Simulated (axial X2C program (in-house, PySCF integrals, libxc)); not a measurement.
# A two-component session on Si₂: properties at the nuclei

Aim: properties at the nuclei of Si₂, with spin–orbit coupling in the Hamiltonian from the start.

Method: two-component X2C with atomic mean-field terms, Si dyall-v3z; program: an in-house X2C program for linear molecules on PySCF integrals.

All values are calculated.

## (1) Input

task.json

```json
{"zs": [14, 14], "q": 0, "bas": ["dyall-v3z", "dyall-v3z"], "r0": 2.32, "levels": ["PBE0", "HF", "B3LYP", "BP86", "PBE"], "nst": 3}
```

Keys: zs atomic numbers; q charge; bas basis sets; r0 starting distance in Å; levels methods (HF also brings MP2); nst determinants followed.

Command:

```
python soeom.py task.json out
```

After this run come: Expectation values, lowest determinant; Expectation values, a higher determinant; Expectation values, a higher determinant.

What does the calculation give? Wanted: lowest determinant; A∥/gI Si; qzz Si; higher determinant (for each run or level that gives them).

The runs gave:

| quantity | value |
| --- | --- |
| lowest determinant | Ω = 1 (excess of +ω over −ω: ω = -1/2, ω = 3/2) |
| A∥/gI Si (MHz), PBE0 | -65.3 |
| qzz Si (a.u.), PBE0 | -1.89 |
| higher determinant | Ω = 2 (excess of +ω over −ω: ω = 1/2, ω = 3/2) |
| A∥/gI Si (MHz), PBE0, higher determinant | 52.6 |
| qzz Si (a.u.), PBE0, higher determinant | -0.24 |
| higher determinant | Ω = 1 (excess of +ω over −ω: 2 × ω = 1/2) |
| A∥/gI Si (MHz), PBE0, higher determinant | 176 |
| qzz Si (a.u.), PBE0, higher determinant | -0.27 |

What this shows: The expectation values come from single determinants, which for open shells can mix terms of unlike spin or miss the lowest Ω, so a determinant need not be a state. A∥ is the parallel hyperfine constant, which follows by multiplying with the nuclear g factor gI = μI/(I μN); qzz is the electric field gradient, eQq0 = 234.96 MHz × Q/barn × qzz. The operators were transformed with the bare-nucleus X2C matrices.
